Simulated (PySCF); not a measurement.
CF₄.
Structure used (PBE0-D3(BJ)/def2-SVP), in Å, numbered top down from 1:
```xyz
5
CF4 angstrom
F     -0.227    0.157   -1.286
C      0.000    0.000    0.000
F     -0.772   -0.957    0.468
F      1.262   -0.323    0.185
F     -0.262    1.123    0.633
```

Level: PBE0/pcSseg-1 and CAM-B3LYP/def2-SVPD in PySCF, non-relativistic, on one gas-phase PBE0-D3(BJ)/def2-SVP geometry that isn't relaxed in the solvent. The solvent is an IEF-PCM continuum (van der Waals radii × 1.2). The model holds no explicit solvent molecules, cavitation or dispersion.

Gas phase at PBE0/pcSseg-1: HOMO -12.63 eV, LUMO 4.79 eV, dipole 0.00 D.

Task: What does the continuum do to the energy, the frontier levels and the dipole at PBE0/pcSseg-1 in benzene, chloroform and dichloromethane?

Result: 
```
        solvent      ε  E(solvent) − E(gas) (kJ/mol)  polarisation term (kJ/mol)  distortion of the solute (kJ/mol)  HOMO (eV)  LUMO (eV)  dipole (D)
        benzene  2.271                         -1.02                       -1.06                               0.04     -12.58       4.86        0.00
     chloroform  4.711                         -1.69                       -1.76                               0.07     -12.55       4.89        0.00
dichloromethane   8.93                         -2.07                       -2.14                               0.07     -12.54       4.90        0.00
```

The polarisation term is half the interaction of the solute with the surface charges that it induces; the rest is the cost of distorting the solute's density. The sum is the electrostatic part of solvation alone.

Task: Which Mulliken charges (PBE0/pcSseg-1) respond most in benzene (means over atoms taken as equivalent)?

Result: 
```csv
atoms,environment,gas (e),solvent (e),change
C2,carbon bonded to 4 F,+0.926,+0.930,+0.004
F1/F3/F4/F5,fluorine bonded to C,-0.231,-0.233,-0.002
```

Gas phase at CAM-B3LYP/def2-SVPD: HOMO -14.40 eV, LUMO 1.24 eV, dipole 0.00 D.

Task: What does the continuum do to the energy, the frontier levels and the dipole at CAM-B3LYP/def2-SVPD in benzene and chloroform?

Result: 
```csv
solvent,ε,E(solvent) − E(gas) (kJ/mol),polarisation term (kJ/mol),distortion of the solute (kJ/mol),HOMO (eV),LUMO (eV),dipole (D)
benzene,2.271,-0.97,-1.01,0.04,-14.33,1.29,0.00
chloroform,4.711,-1.61,-1.68,0.07,-14.30,1.31,0.00
```

Task: How does the static polarisability (CAM-B3LYP/def2-SVPD, frozen core, with the continuum's full static response) change?

Result: 
```
    medium  isotropic (au)  principal values (au)  ⟨r²⟩ of the electrons (bohr²)
       gas            18.8       18.8, 18.8, 18.8                          280.4
   benzene            20.2       20.2, 20.2, 20.2                          280.5
chloroform            21.1       21.1, 21.1, 21.1                          280.5
```

The isotropic value in chloroform is 1.12 times the gas-phase one; no cavity-field correction is applied. ⟨r²⟩ is taken about the centre of nuclear charge.
